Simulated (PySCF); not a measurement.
# B3LYP/def2-TZVPPD run of [HO2]− (hydroperoxide(1-))

What is the energy change on altering one bond length of [HO2]− (hydroperoxide(1-)) at B3LYP/def2-TZVPPD? The job is set up through a Python script.

The results are computed with PySCF 2.14.0.

4 further runs of the same task are left out: 4 set aside as unsound or not needed.

**1. Starting point**

The species is [HO2]− (3 atoms), meant as a singlet with charge -1. As SMILES, `[O-]O`. Geometry: relaxed at GFN2-xTB.

Bond lengths: O1–O2 1.458 Å, O2–H3 0.963 Å. Angles: O1–O2–H3 100.3°.

**2. The energy at B3LYP/def2-TZVPPD**

The input, run.py:

```python
# hydroperoxide(1-)
from pyscf import gto, dft

mol = gto.M(
    atom='''
O     -0.355040     1.013280    -0.080710
O     -0.244450    -0.436620    -0.180910
H      0.599490    -0.576670     0.261620
''',
    basis='def2-tzvppd',
    verbose=3,
    charge=-1,
    max_memory=1860,
)

mf = dft.RKS(mol)
mf.xc = 'b3lyp'
mf.conv_tol = 1e-10
mf.grids.level = 5
mf.kernel()
if not mf.converged:
    mf = mf.newton().run(mf.mo_coeff, mf.mo_occ)

etot = mf.e_tot
print('Final energy', etot)
```

On the command line:

```console
$ OMP_NUM_THREADS=1 python run.py
```

The program printed:

```text
converged SCF energy = -151.014680815173
Final energy -151.0146808151726
```

It took 5.7 s on 1 thread of Intel Xeon 6975P-C (Granite Rapids), shared host; peak memory 0.46 GiB.

**3. The distorted shape at the same level**

The input, job.py:

```python
from pyscf import gto, dft

mol = gto.M(
    atom='''
O     -0.733620     2.736745    -0.095718
O     -0.461944    -0.825092    -0.341870
H      1.132872    -1.089748     0.494390
''',
    max_memory=1860,
    verbose=3,
    charge=-1,
    basis='def2-tzvppd',
    unit='bohr',
)

ks = dft.RKS(mol, xc='b3lyp')
ks.grids.level = 5
ks.conv_tol = 1e-10
ks.kernel()
if not ks.converged:
    ks = ks.newton().run(ks.mo_coeff, ks.mo_occ)

e_tot = ks.e_tot
print(f'total energy: {e_tot:.8f} hartree')
```

On the command line:

```console
$ OMP_NUM_THREADS=1 python job.py
```

The program printed:

```text
converged SCF energy = -150.985816689827
total energy: -150.98581669 hartree
```

Wall time 6 s (1 thread of Intel Xeon 6975P-C (Granite Rapids), shared host); peak memory 0.46 GiB.

**4. Results**

At B3LYP/def2-TZVPPD:

| quantity | value |
| --- | --- |
| first shape: total energy | -151.01468 Eh |
| first shape: HOMO energy | 1.62 eV |
| first shape: LUMO energy | 4.64 eV |
| first shape: HOMO–LUMO gap (to an unbound level, set by the basis) | 3.02 eV |
| distorted shape: total energy | -150.98582 Eh |
| distorted shape: HOMO energy | 0.01 eV |
| distorted shape: LUMO energy | 3.47 eV |
| distorted shape: HOMO–LUMO gap (to an unbound level, set by the basis) | 3.46 eV |
| energy change with the O1–O2 bond stretched from 1.458 to 1.895 Å | 0.785 eV |

What this shows: With the O1–O2 bond stretched from 1.458 to 1.895 Å the energy rises by 0.79 eV (18.1 kcal/mol). The first shape isn't relaxed at this level, so the change isn't measured from a minimum. The HOMO (first shape) lies at positive energy, 1.62 eV; only total energies tell whether the electron is bound. Mulliken charges (distorted shape) run from -0.65 on O1 to +0.14 on H3; in a basis this large or diffuse they mean little. The HOMO (distorted shape) lies at positive energy, 0.01 eV; only total energies tell whether the electron is bound.
